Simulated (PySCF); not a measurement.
CF3, charge -1, singlet, geometry from GFN2-xTB.

The PySCF input:
```python
from pyscf import gto, scf, mp

mol = gto.Mole()
mol.atom = '''
    C     0.01018319   -0.00657116    0.53245374
    F    -0.01807559    1.27792011   -0.10226750
    F     1.11097537   -0.62281319   -0.14731810
    F    -1.09968858   -0.65072614   -0.10538356
'''
mol.basis = '6-31g*'
mol.charge = -1
mol.verbose = 4
mol.build()

mf = scf.UHF(mol)
mf.kernel()

pt = mp.MP2(mf)
pt.kernel()
print('E(MP2) = %.10f' % pt.e_tot)
mf.analyze()
```

Task: What is the computed nuclear repulsion energy (MP2/6-31G* run with PySCF)?

Result: 117.9748 Eh

Task: Predict the MP2 correlation energy from MP2/6-31G*.

Result: -0.6448 Eh

Task: Predict the number of basis functions from MP2/6-31G*.

Result: 56

Task: What total energy does MP2/6-31G* give?

Result: -336.756503 Ha

Task: Give the SCF-reference HOMO-LUMO gap at the level MP2/6-31G*.

Result: 19.24 eV
